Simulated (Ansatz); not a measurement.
# NH₃ (triplet): from Hartree-Fock to the top rungs at distance H1–H2 along a hydrogen transfer = 0.693 Å, 6-31G

How much of the correlation energy of NH₃ (triplet) does each wave-function method recover here?

Computed with Ansatz 0.2.0, Gaussian basis. Level: 6-31G, core rule «outside noble gas», up to 1 orbitals frozen.

To be run: UHF; CCSD(T) on ROHF; CCSD(T) on UHF; BCCD(T) on ROHF; CISD; CCSDT(Q) on ROHF; CCSDT(Q) on UHF; CISDTQ; CCSDTQ on ROHF; CCSDTQ on UHF; CASSCF and MRCISD+Q, 4 electrons in 4 orbitals; CASSCF and NEVPT2, 4 electrons in 4 orbitals; CASSCF and MRCISD+Q, 8 electrons in 7 orbitals; CASSCF and NEVPT2, 8 electrons in 7 orbitals; Full CI.

6 further runs of the same task are left out: 6 that didn't finish.

### 1 What is computed

The geometry derives from fragments relaxed apart (PBE0/def2-TZVP) and kept rigid, so it is no stationary point. A hydrogen atom is moved between rigid fragments.

4 atoms, charge 0, spin multiplicity 3.

Atoms are counted from 1 here; the program's logs count them from 0.

Bond lengths: H1–H2 0.693 Å, N3–H4 1.040 Å.

### 2 UHF

File in.yaml:

```yaml
crystal:
  periodic: [false, false, false]
  atoms:
    - {symbol: H, position_ang: [-2.094390, 0.059434, 0.000000]}
    - {symbol: H, position_ang: [-1.401390, 0.059434, 0.000000]}
    - {symbol: N, position_ang: [0.216610, 0.059434, 0.000000]}
    - {symbol: H, position_ang: [0.485692, -0.944792, 0.000000]}
basis:
  gaussian: {orbitals: 6-31G}
magnetization: {spin_polarized: true, initial_magnetization: 2}
hamiltonian: {xc: hf}
output: {orbitals: {seedname: orbitals}}
```

The run is started by

```bash
> ansatz run in.yaml --threads 1 --pin off --events-out ev --progress --plain --max-ram 2393MiB
```

After this run come: CCSD(T) on ROHF; CCSD(T) on UHF; BCCD(T) on ROHF; CISD; CCSDT(Q) on ROHF; CCSDT(Q) on UHF; CISDTQ; CCSDTQ on ROHF; CCSDTQ on UHF; CASSCF and MRCISD+Q, 4 electrons in 4 orbitals; CASSCF and NEVPT2, 4 electrons in 4 orbitals; CASSCF and MRCISD+Q, 8 electrons in 7 orbitals; CASSCF and NEVPT2, 8 electrons in 7 orbitals; Full CI.

Q: Predict the results of all the runs planned. Wanted: FCI below the RHF energy; RMP2 from FCI; UMP2 from FCI; RCCSD from FCI; RCCSD(T) from FCI; UCCSD(T) from FCI; RCCSDT(Q) from FCI; UCCSDT(Q) from FCI; NEVPT2 pair from FCI.

The runs gave:

| quantity | value |
| --- | --- |
| FCI below the RHF energy | -2.7489 eV |
| RMP2 from FCI | +594.4 meV |
| UMP2 from FCI | +558.8 meV |
| RCCSD from FCI | +27.3 meV |
| RCCSD(T) from FCI | +7.6 meV |
| UCCSD(T) from FCI | +6.8 meV |
| RCCSDT(Q) from FCI | +0.3 meV |
| UCCSDT(Q) from FCI | -0.6 meV |
| NEVPT2 pair from FCI | +481.2 meV |
| MRCISD+Q pair from FCI | -0.1 meV |
| NEVPT2 valence from FCI | +373.4 meV |
| levels within 1 kcal/mol (43 meV) | RCCSD, UCCSD, RCCSD(T), UCCSD(T), BCCD(T), RCCSDT, UCCSDT, CISDTQ, RCCSDT(Q), UCCSDT(Q), RCCSDTQ, UCCSDTQ, MRCISD+Q pair, MRCISD+Q valence |
| T1 diagnostic | 0.020 |
| effectively unpaired electrons | 2.02 |

RCCSD(T) lands +7.6 meV from the yardstick (0.3 % of the correlation energy). One determinant dominates. Of the multireference levels listed MRCISD+Q pair comes nearest in total energy (-0.1 meV), which doesn't show that its space is the better one. These misses are within one basis, not against nature; the frozen cores of restricted and unrestricted runs differ, which can shift their rows.
